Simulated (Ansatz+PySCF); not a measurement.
Values are calculated unless marked as measured or tabulated.
## PySCF 2.14.0 run

```python
from pyscf import gto, scf, mp

mol = gto.M(atom="""
B 0.000000 0.000000 -1.140950
B 0.000000 0.000000 1.140950
""", basis='6-31g', charge=0, spin=2)
mf = scf.UHF(mol)
mf.kernel()
pt = mp.MP2(mf, frozen=2).run()
print(mf.e_tot, pt.e_corr, pt.e_tot)
```

The script is written out from the run's settings.

Output:

```
Converged          : yes
Reference energy   : -49.05964 hartree
Correlation energy : -0.06690 hartree
Total energy       : -49.12654 hartree
```

The reference isn't the lowest determinant (another lies 0.08 eV lower), but the same method gives a higher total on the lower determinant.
